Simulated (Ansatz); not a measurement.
Compare A (`C=COC`) with its isomer B (`C1COC1`).

Isolated molecules relaxed with PBE0-D4/def2-TZVP in Ansatz; ΔE leaves out vibrations. CCSD(T)/CBS is the MP2 limit (def2-TZVPP, def2-QZVPP) plus CCSD(T) − MP2 in def2-TZVPP, frozen cores. DFT in def2-TZVPP. B3LYP here is the variant with VWN-RPA as its local correlation; programs differ in this. Each species was taken in one conformer, which may not be the lowest.

A:

```xyz
10

C    -0.5233    1.2715   -0.4476
C     0.0684    0.2499   -1.0595
O     0.5151   -0.8953   -0.5160
C     0.3380   -1.0387    0.8732
H    -0.7233    1.2982    0.6148
H    -0.8239    2.1257   -1.0376
H     0.2548    0.2540   -2.1282
H     0.7509   -2.0097    1.1407
H     0.8673   -0.2509    1.4203
H    -0.7240   -1.0048    1.1398
```

B:

Z-matrix (Å, degrees):
```
C
C 1 1.531
C 1 1.532 2 84.4
H 1 1.089 2 115.0 3 -115.0
H 1 1.089 2 115.8 3 116.0
O 2 1.434 1 91.9 3 2.2
H 2 1.094 1 116.1 3 117.7
H 2 1.095 1 115.4 3 -113.0
H 3 1.095 1 116.1 2 -117.7
H 3 1.095 1 115.4 2 113.0
```

Question: Which is lower in electronic energy at CCSD(T)/CBS, and by how much? (An estimate is asked.)

Answer: Ansatz gave: A, by 24.2 kJ/mol.

Question: Give E(B) − E(A) in kJ/mol with B3LYP, ωB97M-V, BLYP-D4, MP2/def2-TZVPP, B2PLYP, r2SCAN-D4, B3LYP-D4. (Estimate.)

Answer: Computed: B3LYP 35.9, ωB97M-V 20.4, BLYP-D4 44.4, MP2/def2-TZVPP 19.8, B2PLYP 31.5, r2SCAN-D4 29.4, B3LYP-D4 36.0. None reverses the order clearly.

Question: Does the order hold for the free energy at 298.15 K (harmonic terms from PBE0-D4)? (An estimate is asked.)

Answer: The calculation gave: Yes: G(B) − G(A) = +29.8 kJ/mol, for one conformer each. Modes under 60 cm⁻¹, often nearly free rotors, make the harmonic entropy too high.

Largest T1 diagnostic: 0.012.

From r2SCAN to r2SCAN0 (25 % exact exchange), in def2-TZVPP and without D4, E(B) − E(A) moves by −8.3 kJ/mol. In def2-TZVPP, CCSD(T) changes the Hartree–Fock value by −7.9 kJ/mol (the triples alone add +2.7 kJ/mol) and MP2 by −10.5 kJ/mol.
